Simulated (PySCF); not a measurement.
Atom-mapped SMILES (the numbers label the heavy atoms): `[CH:1]1=[CH:2][CH2:3]1` (H(Xn): hydrogen on atom n).

PySCF calculation with J: B3LYP/pcJ-1, GFN2-xTB geometry and shielding tensors at PBE0/pcSseg-1 (GIAO); one averaged value for each set of equivalent atoms, no solvent model, no relativistic terms, one computed conformer.

Problem. Predict the 2D correlation tables (HSQC, COSY, HMBC).

Solution. 

HSQC (one-bond C–H):
| δH | δC | 1J(C,H) (Hz) |
| --- | --- | --- |
| 7.32 (H(C1)/H(C2)) | 118.8 (C1/C2) | 240 |
| 1.03 (H(C3)) | 4.6 (C3) | 173 |

COSY cross peaks (|J| ≥ 2 Hz):
| δH | δH | abs. J (Hz) | bonds |
| --- | --- | --- | --- |
| 7.32 (H(C1)/H(C2)) | 1.03 (H(C3)) | 2.1 | 3 |

HMBC (two and three bonds, |J| ≥ 2.5 Hz):
| δH | δC [abs. J in Hz] |
| --- | --- |
| 7.32 (H(C1)/H(C2)) | 118.8 (C1/C2) [4.1], 4.6 (C3) [3.1] |

Referencing at the same level of theory: 1H (31.72 ppm) and 13C (186.93 ppm) against TMS.

Unscaled 3J(H,H) at this level run about 10 % above measured values. Shifts are as computed. Against solution values, carbons near 30 ppm lie about +3 ppm off and those near 130 ppm about +5 ppm. Of 1211 compounds with measured shifts, 218 miss one by over three times the rms of a fit or turn the order of signals round; such compounds aren't used in these exercises.
